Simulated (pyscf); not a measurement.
Structures and frequencies: ωB97X-D3(BJ)/def2-SVP in PySCF.

Task: Estimate the classical barrier height and the reaction energy of `[F][SiH2][O][SiH3]` + `[OH2]` → `[OH][SiH2][F]` + `[OH][SiH3]` at ωB97M-D3(BJ)/def2-TZVP. The step runs on the singlet surface, breaks O–Si, H–O and forms H–O, O–Si; take the separated reactants as zero.

Result: ΔE‡ = 105.1 kJ/mol, ΔE = +13.9 kJ/mol. Zero-point energy shifts the barrier by +2.3 kJ/mol. It is a four-centre exchange, with an imaginary mode of 739i cm⁻¹. On the product side the descent ends in a complex (not fully relaxed), 28.0 kJ/mol under the separated species and 116.2 kJ/mol under the saddle at ωB97X-D3(BJ)/def2-TZVP. One saddle was located; it need not be the lowest between these sides.
